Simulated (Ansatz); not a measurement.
Consider the substitution at a C–C bond: `CC(C)(C)C` + `N=C(F)Cl` → `C/N=C(/F)Cl` + `CC(C)C`.

Gas-phase electronic energies from Ansatz, PBE0-D4/def2-TZVP geometries. CBS: MP2 limit from def2 TZ/QZ plus the TZ coupled-cluster correction, frozen cores. This one scheme is used for every species. DFT in def2-TZVPP. B3LYP here is the variant with VWN-RPA as its local correlation; programs differ in this. Each species was taken in one conformer, which may not be the lowest.

CCSD(T)/CBS gives +30.8 kJ/mol.

Q: Another level gave +31.9 kJ/mol. Which?
A. B3LYP/def2-TZVPP
B. ωB97X-V/def2-TZVPP
C. HF/def2-TZVPP
D. CCSD(T)/def2-TZVPP

A: D. CCSD(T)/def2-TZVPP 31.9, ωB97X-V 26.8, HF/def2-TZVPP 20.5, B3LYP 15.5 kJ/mol.

Largest T1 diagnostic among the species: 0.013.

The D4 term adds +5.7 kJ/mol with B3LYP and +3.2 kJ/mol with PBE0; it sums over pairs of atoms, weighted by their polarisabilities, and B3LYP, whose exchange is more repulsive, gets the larger term. In def2-TZVPP, CCSD(T) changes the Hartree–Fock value by +11.4 kJ/mol (the triples alone add +0.8 kJ/mol) and MP2 by +13.5 kJ/mol.
